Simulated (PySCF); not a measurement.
## Levels of B from EOM-EA-GCCSD

Reference: closed-shell B+, [He] 2s2; one electron is added. Calculated with PySCF 2.14, two-component X2C-1e with screened spin-orbit coupling, an uncontracted even-tempered set (20 s from 0.0048 bohr⁻², ratio 2.6; 13 p from 0.0062 bohr⁻², ratio 2.6; 9 d from 0.0063 bohr⁻², ratio 2.8; 5 f from 0.59 bohr⁻², ratio 2.8); frozen nothing; the 30 highest virtual spinors dropped; of the others 72 kept and the rest restored at second order. No Breit or QED terms. Binding energies in eV.

```json
{"level": "2p1/2", "Koopmans": "7.507", "second order": "8.393", "EOM-CCSD": "8.242", "NIST": "8.298"}
{"level": "2p3/2", "Koopmans": "7.505", "second order": "8.391", "EOM-CCSD": "8.239", "NIST": "8.296"}
{"level": "3s1/2", "Koopmans": "3.116", "second order": "3.279", "EOM-CCSD": "3.305", "NIST": "3.334"}
{"level": "3d5/2", "Koopmans": "1.527", "second order": "1.555", "EOM-CCSD": "1.643", "NIST": "1.508"}
```

Electric-dipole lines between these computed levels:

```
lower  upper  ΔE (eV)  vacuum wavelength (nm)
2p1/2  3s1/2    4.937                   251.1
2p3/2  3s1/2    4.935                   251.3
2p3/2  3d5/2    6.597                   187.9
```

Quantum defects δ = n − Z_c √(13.6057 eV / E) with Z_c = 1: 2p1/2 0.715, 2p3/2 0.715, 3s1/2 0.971, 3d5/2 0.122.

Only part of the computed levels is shown.

The screened spin-orbit operator tends to give fine-structure splittings of light species too large.

The highest levels are limited by the diffuse functions of the basis.
